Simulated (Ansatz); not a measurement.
**C5H12: small, medium and large basis sets**

The task here is to estimate one member of a computed series from the others.

Method: one geometry, several basis sets; program: Ansatz 0.2.0, Gaussian basis.

Plan: PBE0-D4/def2-SVP; ωB97M-V/def2-SVP; PBE0-D4/def2-QZVPP; ωB97M-V/def2-QZVPP; the functionals' def2-TZVPP values are taken from earlier runs.

**The geometry**

All runs share one geometry, relaxed beforehand with PBE0-D4 in a triple-zeta def2 set.

17 atoms, charge 0, spin multiplicity 1.

Atoms are counted from 1 here; the program's logs count them from 0.

Bond lengths: C1–C2 1.526 Å, C1–H6 1.094 Å, C1–H7 1.094 Å, C1–H8 1.094 Å, C2–C3 1.526 Å, C2–C4 1.526 Å, C2–C5 1.526 Å, C3–H9 1.094 Å, C3–H10 1.094 Å, C3–H11 1.094 Å, C4–H12 1.094 Å, C4–H13 1.094 Å, C4–H14 1.094 Å, C5–H15 1.094 Å, C5–H16 1.094 Å, C5–H17 1.094 Å. Angles: C2–C1–H6 111.1°, C2–C1–H7 111.0°, C2–C1–H8 111.0°, H6–C1–H7 107.8°, H6–C1–H8 107.8°, H7–C1–H8 107.8°, C1–C2–C3 109.5°, C1–C2–C4 109.5°, C1–C2–C5 109.5°, C3–C2–C4 109.5°, C3–C2–C5 109.5°, C4–C2–C5 109.5°, C2–C3–H9 111.0°, C2–C3–H10 111.0°, C2–C3–H11 111.0°, H9–C3–H10 107.8°, H9–C3–H11 107.8°, H10–C3–H11 107.8° and more.

As a file:

```mol
C5H12
  3D, bonds by distance, orders not assigned

 17 16  0  0  0  0  0  0  0  0999 V2000
   -0.3748    0.3010   -1.4483 C   0  0
    0.0000    0.0000    0.0000 C   0  0
    1.4167    0.4975    0.2727 C   0  0
   -0.0654   -1.5056    0.2401 C   0  0
   -0.9765    0.7072    0.9356 C   0  0
   -0.3351    1.3754   -1.6493 H   0  0
    0.3093   -0.1954   -2.1424 H   0  0
   -1.3882   -0.0446   -1.6718 H   0  0
    1.7127    0.2934    1.3057 H   0  0
    1.4925    1.5763    0.1091 H   0  0
    2.1389    0.0069   -0.3861 H   0  0
    0.1983   -1.7506    1.2729 H   0  0
    0.6266   -2.0388   -0.4181 H   0  0
   -1.0716   -1.8903    0.0508 H   0  0
   -0.7308    0.5086    1.9827 H   0  0
   -2.0019    0.3688    0.7618 H   0  0
   -0.9507    1.7901    0.7847 H   0  0
  1  2  8  0
  2  3  8  0
  2  4  8  0
  2  5  8  0
  1  6  8  0
  1  7  8  0
  1  8  8  0
  3  9  8  0
  3 10  8  0
  3 11  8  0
  4 12  8  0
  4 13  8  0
  4 14  8  0
  5 15  8  0
  5 16  8  0
  5 17  8  0
M  END
```

The first run:

in.yaml

```yaml
crystal:
  periodic: [false, false, false]
  atoms:
    - {symbol: C, position_ang: [-0.374847, 0.300998, -1.448344]}
    - {symbol: C, position_ang: [0.000006, 0.000005, 0.000011]}
    - {symbol: C, position_ang: [1.416691, 0.497478, 0.272705]}
    - {symbol: C, position_ang: [-0.065371, -1.505630, 0.240086]}
    - {symbol: C, position_ang: [-0.976470, 0.707160, 0.935558]}
    - {symbol: H, position_ang: [-0.335078, 1.375392, -1.649300]}
    - {symbol: H, position_ang: [0.309307, -0.195425, -2.142445]}
    - {symbol: H, position_ang: [-1.388227, -0.044568, -1.671781]}
    - {symbol: H, position_ang: [1.712660, 0.293430, 1.305682]}
    - {symbol: H, position_ang: [1.492462, 1.576256, 0.109120]}
    - {symbol: H, position_ang: [2.138937, 0.006941, -0.386099]}
    - {symbol: H, position_ang: [0.198335, -1.750552, 1.272918]}
    - {symbol: H, position_ang: [0.626638, -2.038774, -0.418062]}
    - {symbol: H, position_ang: [-1.071604, -1.890265, 0.050776]}
    - {symbol: H, position_ang: [-0.730840, 0.508625, 1.982708]}
    - {symbol: H, position_ang: [-2.001946, 0.368791, 0.761785]}
    - {symbol: H, position_ang: [-0.950665, 1.790141, 0.784673]}
basis:
  gaussian: {orbitals: def2-SVP}
hamiltonian: {xc: pbe0, dispersion: d4}
output: {orbitals: {seedname: orbitals}}
```

Launch:

```
$ ansatz run in.yaml --threads 2 --pin off --events-out ev --progress --plain --max-ram 32768MiB --backend cpu
```

Steps of the session up to this table: PBE0-D4 in def2-SVP; ωB97M-V in def2-SVP; PBE0-D4 in def2-QZVPP; ωB97M-V in def2-QZVPP.

One of the session's tables, all rows but one given; the rest of the session is left out.

It belongs to the step «Functionals by basis». 

```
functional       basis  HOMO (eV)  LUMO (eV)
   PBE0-D4    def2-SVP      -8.97       1.55
   PBE0-D4  def2-TZVPP      -8.99       0.99
   PBE0-D4  def2-QZVPP      -8.99       0.55
   ωB97M-V    def2-SVP          ?          ?
   ωB97M-V  def2-TZVPP     -11.30       2.40
   ωB97M-V  def2-QZVPP     -11.30       1.64
```

**Question.** Estimate the row for ωB97M-V, def2-SVP.

The run gave: HOMO (eV): -11.28; LUMO (eV): 3.17. In the column «HOMO (eV)» it lies between ωB97M-V, def2-QZVPP (-11.30) and PBE0-D4, def2-TZVPP (-8.99).
